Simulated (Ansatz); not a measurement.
**Scan of Si–BH₂, quartet**

Starting geometry (PBE0/def2-TZVP stationary point for this spin, not checked as a minimum):

```xyz
4

Si    0.0000    0.0000    0.6500
B     0.0000    0.0000   -1.3428
H     0.0000   -1.0760   -1.8539
H     0.0000    1.0760   -1.8539
```

From there B2, H3, H4 move together along the line of the two atoms named below, all else staying in place; atoms are numbered as listed. Energies are in eV, counted from the starting geometry at the same level.

Basis cc-pVDZ; Ansatz 0.2.0. Correlated methods freeze the noble-gas cores. Prefix R: restricted or restricted open-shell reference; prefix U: unrestricted. Active spaces: valence = (9e, 10o) chosen from the atoms' valence shells.

For open shells CISD is restricted-active-space CI with the open shells as a complete middle space. Runs in a small pair space aren't shown, since their orbitals change along the scan.

Full CI isn't at hand for all of this; RCCSDTQ serves as the reference, and is uncertain by the last step of the cluster series or more. The frozen core follows each run's orbitals, which can shift R against U totals by a few meV.

| distance Si1-B2 (Å) | RCCSDTQ | error UHF | error CISD | error UCCSD | error BCCD(T) | error RCCSDT(Q) | error NEVPT2 (valence space) |
| --- | --- | --- | --- | --- | --- | --- | --- |
| 1.755 | 0.676 | -0.018 | -0.028 | -0.011 | -0.004 | 0.000 | -0.016 |
| 1.993 | 0.000 | 0.000 | 0.000 | 0.000 | 0.000 | 0.000 | 0.000 |
| 2.197 | 0.111 | 0.008 | 0.019 | 0.007 | 0.004 | 0.000 | 0.005 |
| 2.815 | 1.220 | -0.214 | 0.015 | -0.019 | 0.018 | 0.000 | -0.002 |
| 3.630 | 1.933 | -0.540 | -0.095 | -0.106 | -0.013 | 0.000 | 0.030 |
| 5.335 | 2.114 | -0.608 | -0.116 | -0.123 | -0.021 | -0.001 | 0.017 |

Errors are those of relative energies. In total energy the starting point itself misses RCCSDTQ by: UHF 4.780, CISD 0.462, UCCSD 0.205, BCCD(T) 0.045, RCCSDT(Q) 0.001, NEVPT2 (valence space) 0.876 eV.

Spread of the error over the points with a reference, to 5.335 Å (largest less smallest): RCCSDT(Q) 0.001, BCCD(T) 0.039, NEVPT2 (valence space) 0.046, UCCSD 0.130, CISD 0.135, UHF 0.617 eV.

Going outwards, the relative energy of UCCSD first misses by more than 0.043 eV (1 kcal/mol) at 3.630 Å.
